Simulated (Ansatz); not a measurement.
# AlNH (quartet): from Hartree-Fock to the top rungs at distance Al1–N2 = 3.500 Å, 6-31G

Aim: climb from Hartree-Fock through coupled cluster and multireference methods for AlNH (quartet) at one geometry and basis, and see what each rung misses.

Computed with Ansatz 0.2.0, Gaussian basis. Level: 6-31G, core rule «outside noble gas», up to 6 orbitals frozen.

To be run: UHF; CCSD(T) on ROHF; CCSD(T) on UHF; BCCD(T) on ROHF; CISD; CCSDT(Q) on ROHF; CCSDT(Q) on UHF; CCSDTQ on ROHF; CCSDTQ on UHF; CASSCF and MRCISD+Q, 5 electrons in 5 orbitals; CASSCF and NEVPT2, 5 electrons in 5 orbitals; CASSCF and MRCISD+Q, 9 electrons in 9 orbitals; CASSCF and NEVPT2, 9 electrons in 9 orbitals; Full CI.

2 further runs of the same task are left out: 2 for a known fault of the program.

## Step 1: The system

The geometry derives from a PBE0/def2-TZVP stationary point (not a proven minimum). One bond is set to the value named and the two fragments are kept rigid.

3 atoms, charge 0, spin multiplicity 4.

Atoms are counted from 1 here; the program's logs count them from 0.

Bond lengths: N2–H3 1.029 Å.

Coordinates:

```xyz
3
charge 0, multiplicity 4
Al    0.00000    0.12895    2.45964
N     0.00000    0.40903   -1.02914
H     0.00000   -0.53797   -1.43050
```

## Step 2: UHF

Contents of in.yaml:

```yaml
crystal:
  periodic: [false, false, false]
  atoms:
    - {symbol: Al, position_ang: [0.000000, 0.128946, 2.459639]}
    - {symbol: N, position_ang: [0.000000, 0.409026, -1.029136]}
    - {symbol: H, position_ang: [0.000000, -0.537972, -1.430503]}
basis:
  gaussian: {orbitals: 6-31G}
magnetization: {spin_polarized: true, initial_magnetization: 3}
hamiltonian: {xc: hf}
output: {orbitals: {seedname: orbitals}}
```

Launch:

```console
> ansatz run in.yaml --threads 1 --pin off --events-out ev --progress --plain --max-ram 2560MiB --backend cpu
```

The runs that follow: CCSD(T) on ROHF; CCSD(T) on UHF; BCCD(T) on ROHF; CISD; CCSDT(Q) on ROHF; CCSDT(Q) on UHF; CCSDTQ on ROHF; CCSDTQ on UHF; CASSCF and MRCISD+Q, 5 electrons in 5 orbitals; CASSCF and NEVPT2, 5 electrons in 5 orbitals; CASSCF and MRCISD+Q, 9 electrons in 9 orbitals; CASSCF and NEVPT2, 9 electrons in 9 orbitals; Full CI.

Before running them: what should the planned runs give, taken together? Wanted: FCI below the RHF energy; RMP2 from FCI; UMP2 from FCI; RCCSD from FCI; RCCSD(T) from FCI; UCCSD(T) from FCI; RCCSDT(Q) from FCI; UCCSDT(Q) from FCI; NEVPT2 pair from FCI.

**Answer**, as computed:

| quantity | value |
| --- | --- |
| FCI below the RHF energy | -2.8318 eV |
| RMP2 from FCI | +736.4 meV |
| UMP2 from FCI | +704.4 meV |
| RCCSD from FCI | +25.4 meV |
| RCCSD(T) from FCI | +8.0 meV |
| UCCSD(T) from FCI | +7.0 meV |
| RCCSDT(Q) from FCI | +0.4 meV |
| UCCSDT(Q) from FCI | -0.7 meV |
| NEVPT2 pair from FCI | +624.2 meV |
| MRCISD+Q pair from FCI | -20.4 meV |
| NEVPT2 valence from FCI | +385.1 meV |
| levels within 1 kcal/mol (43 meV) | RCCSD, UCCSD, RCCSD(T), UCCSD(T), BCCD(T), RCCSDT, UCCSDT, RCCSDT(Q), UCCSDT(Q), RCCSDTQ, UCCSDTQ, MRCISD+Q pair, MRCISD+Q valence |
| T1 diagnostic | 0.016 |
| effectively unpaired electrons | 3.06 |

**Reading.** RCCSD(T) lands +8.0 meV from the yardstick (0.3 % of the correlation energy). MRCISD+Q pair falls below full CI: the +Q correction isn't variational, and the cores differ from full CI's. One determinant dominates. Of the multireference levels listed MRCISD+Q valence comes nearest in total energy (+6.8 meV), which doesn't show that its space is the better one. These misses are within one basis, not against nature; the frozen cores of restricted and unrestricted runs differ, which can shift their rows.
